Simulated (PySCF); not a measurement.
Species: CHNO.
Numbering: `[NH:1]=[C:2]=[O:3]` (hydrogens: H4 on N1)

The same species was optimised twice, with GFN2-xTB and with PBE0-D3(BJ)/def2-SVP (PySCF), and the same property calculations (PySCF, gas phase) were run on both structures.

```csv
coordinate,GFN2-xTB,PBE0-D3(BJ)/def2-SVP,change
N1=C2 (Å),1.191,1.210,+0.019
N1–H4 (Å),0.993,1.008,+0.015
C2=O3 (Å),1.154,1.165,+0.011
C2–N1–H4 (°),136.6,128.3,-8.3
N1–C2–O3 (°),169.4,172.9,+3.5
```

Rotational constants: A = 1255953, B = 11298, C = 11197 MHz (GFN2-xTB) against A = 957820, B = 11068, C = 10941 MHz (PBE0-D3(BJ)/def2-SVP).

On the GFN2-xTB structure: HOMO (eV) -8.81 [PBE0/pcSseg-1]; LUMO (eV) 0.64 [PBE0/pcSseg-1]; dipole (D) 2.51 [PBE0/pcSseg-1]; GIAO shielding of N1 (ppm) 238.4 [PBE0/pcSseg-1]; GIAO shielding of C2 (ppm) 59.1 [PBE0/pcSseg-1]; GIAO shielding of O3 (ppm) 198.2 [PBE0/pcSseg-1].

Q: What do these properties become on the PBE0-D3(BJ)/def2-SVP structure?

A: 
| property | level | on GFN2-xTB | on PBE0-D3(BJ)/def2-SVP | change |
| --- | --- | --- | --- | --- |
| HOMO (eV) | PBE0/pcSseg-1 | -8.81 | -8.82 | -0.01 |
| LUMO (eV) | PBE0/pcSseg-1 | 0.64 | 0.27 | -0.37 |
| dipole (D) | PBE0/pcSseg-1 | 2.51 | 2.32 | -0.19 |
| energy, GFN2-xTB geometry as zero (kcal/mol) | PBE0/pcSseg-1 | 0.0 | -1.0 | -1.0 |
| GIAO shielding of N1 (ppm) | PBE0/pcSseg-1 | 238.4 | 229.3 | -9.1 |
| GIAO shielding of C2 (ppm) | PBE0/pcSseg-1 | 59.1 | 49.5 | -9.6 |
| GIAO shielding of O3 (ppm) | PBE0/pcSseg-1 | 198.2 | 176.7 | -21.5 |

The heavy atoms differ by 0.022 Å rms after alignment. Among all bonds N1=C2 changes most (+0.019 Å). Changes are differences of the printed values. Neither structure is proved a minimum here.
